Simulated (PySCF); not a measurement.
Isomers C₄H₇N:

A. `N[C@@H]1[C@H]2C[C@@H]12`
B. SMILES C=C[C@H]1CN1
C. SMILES N#CCCC

Spectrum 1. ¹H NMR (300 MHz, computed): δ 6.84 (m, 1H), 5.20 (m, 1H), 4.91 (m, 1H), 2.06 (m, 1H), 1.89 (m, 1H), 1.65 (m, 1H), 0.00 (br s, 1H). ¹³C{¹H} NMR (computed): δ 150.3 (CH), 112.8 (CH2), 36.4 (CH2), 29.4 (CH).

Spectrum 2. ¹H NMR (300 MHz, computed): δ 1.71 (s, 1H), 1.43 (d, J = 2.9 Hz, 2H), 0.93 (td, J = 2.9, 1.5 Hz, 1H), 0.75 (br s, 2H), -0.07 (d, J = 1.5 Hz, 1H). ¹³C{¹H} NMR (computed): δ 55.5 (CH), 19.3 (CH2), 3.9 (CH).

Spectrum 3. ¹H NMR (300 MHz, computed): δ 2.24 (t, J = 7.4 Hz, 2H), 1.61 (sext, J = 7.6 Hz, 2H), 1.24 (t, J = 7.7 Hz, 3H). ¹³C{¹H} NMR (computed): δ 124.0 (C), 24.2 (CH2), 19.7 (CH2), 15.4 (CH3).

No solvent, averaged over atoms made equivalent by symmetry, fast rotation or ring inversion, non-relativistic Hamiltonian, a single conformation. Spin–spin couplings from B3LYP/pcJ-1 (spin–dipole term left out of most H,H and C,H couplings); geometry: GFN2-xTB; shieldings: GIAO PBE0/pcSseg-1; PySCF.

Scale: ¹H (σ = 31.72 ppm) and ¹³C (σ = 186.93 ppm) vs TMS (reference shieldings calculated alike). Multiplet labels drop J under 1 Hz and among equivalent protons, and merge close values. Unscaled 3J(H,H) run several per cent high. Where no couplings were computed, multiplicities follow the n + 1 count of equivalent neighbours, and m marks all less simple cases (inequivalent or close neighbours, rings, F or P nearby). Shifts are as computed. Against solution values, carbons near 30 ppm lie about +3 ppm off and those near 130 ppm about +5 ppm. Of 1211 compounds with measured shifts, 218 miss one by over three times the rms of a fit or turn the order of signals round; such compounds aren't used in these exercises. Across acyclic CH2–CH2 and CH–CH2 bonds, 3J(H,H) assumes equally populated rotamers. OH and NH positions are gas-phase values without hydrogen bonding to other molecules.

Problem. Which spectrum belongs to which compound?

Solution. 1–B, 2–A, 3–C.

- Spectrum 1 (B): 4 ¹³C signals; δC 150.3 is an alkene CH; δC 112.8 is a terminal =CH2 carbon.
- Spectrum 2 (A): 3 ¹³C signals; δC 55.5 is a three-membered-ring carbon; δC 19.3 is a three-membered-ring carbon.
- Spectrum 3 (C): 4 ¹³C signals; δC 124.0 is a nitrile carbon; δC 24.2 is an sp3 CH2.
